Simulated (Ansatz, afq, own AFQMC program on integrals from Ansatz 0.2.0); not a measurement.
## AlO, quartet: AFQMC among the cluster methods

```xyz
2

Al    0.0000    0.0000    0.0000
O     0.0000    0.0000    1.9570
```

Basis 6-31G. Noble-gas cores (and the filled d shells of Ga–Kr and In–Xe) are frozen. Ansatz 0.2.0 and our own AFQMC program on the same integrals; the CISD trial comes from CCSD amplitudes, and released means the phaseless constraint is let go. Uncertainties: one standard error, sampling alone.

Determinant: UHF, the one that the program's search chose, which needn't be the lowest solution. The geometry is a point of a scan.

Full CI on the same integrals is exact in this basis and with this determinant's frozen core.

Cautions: lower spins were not checked; the CCSDT(Q) amplitudes may be one of several solutions (largest double 0.64); the CCSDTQ amplitudes may be one of several solutions (largest double 0.72); the released energies are still falling, so no released level is given (meV from the phaseless value at times in 1/Eh: -8 ± 4 at 0.24, -13 ± 3 at 0.51, -13 ± 3 at 0.99, -16 ± 4 at 1.62, -23 ± 3 at 2.40); the determinant fills πx and πy unequally, so it mixes two states of the linear molecule, and each level undoes that mixture to a different degree, while full CI gives the lower state.

* T1 diagnostic: 0.0294
* weight of the determinant in the CISD state: 0.914
* ⟨S²⟩ of the determinant: 3.781
* size of the correlated space: 9 electrons in 16 orbitals

```tsv
level	correlation energy (eV)
MP2	-2.7211
CCSD	-3.0935
CCSD(T)	-3.1827
```

(1) Estimate where phaseless AFQMC with the Hartree–Fock trial lies against CCSD(T) on the same integrals.

(1) 9.2 ± 2.3 kJ/mol above CCSD(T).

Reference: full CI, correlation energy -3.363 eV. The cautions show a poor starting determinant, so the rows tell how each method copes with it here, and full CI is the sure value.

```csv
level,E − E(reference) (kJ/mol),share of correlation (%)
CCSD(T),17.4,94.63
CCSDT,3.1,99.03
CCSDT(Q),-0.9,100.26
CCSDTQ,0.3,99.91
ph-AFQMC/HF,26.6 ± 2.3,91.79
ph-AFQMC/CISD,16.5 ± 0.4,94.91
```

CCSDT and higher add their correlation energy to the determinant of the CCSD(T) run, since their own runs factorise the integrals more tightly (a shift of under 2 meV).
